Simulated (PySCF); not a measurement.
Mapped SMILES: `[CH3:1][PH:2]([CH3:3])=[O:4]`. Each H is labelled by its parent atom.

Geometry: PBE0-D3(BJ)/def2-SVP; GIAO shifts from PySCF 2.14.0 with density-fitted response routines, gas phase, non-relativistic, averaged over equivalent atoms.

At PBE0/pcSseg-0 (54 basis functions, 2.6 s wall time on 1 thread of an Arm Neoverse V2, shared host):
| atoms | δ (ppm) |
| --- | --- |
| C1/C3 | 19.9 |
| P2 | -87.8 |
| O4 | 100.8 |
| H(P2) | 7.78 |
| H(C1)/H(C3) | 1.24 |

δ = σ(ref) − σ, references computed at the same level: TMS for ¹³C (σref 193.52) and ¹H (σref 32.83); ³¹P (σref 281.41) vs H3PO4; ¹⁷O (σref 337.86) vs H2O.

Predict the values at PBE0/aug-cc-pVDZ on the same geometry.

## Answers


```
      atoms  δ at PBE0/aug-cc-pVDZ  change
      C1/C3                   18.5    -1.4
         P2                  -28.7   +59.1
         O4                   81.2   -19.6
      H(P2)                   7.42   -0.36
H(C1)/H(C3)                   1.33   +0.09
```

Scale: ¹³C (195.12 ppm), ¹H (31.39 ppm) vs TMS; H3PO4 for ³¹P (372.04 ppm); H2O for ¹⁷O (335.91 ppm) (reference shieldings calculated alike).

The largest change is at P2 (phosphorus bonded to 2 C, O, H). Cost: 159 basis functions, 8.7 s wall time on 1 thread of an Arm Neoverse V2, shared host.

Experimental scales use liquid or dissolved standards, which lie at an offset from isolated H2O (liquid H2O: subtract about 36 ppm) and H3PO4.
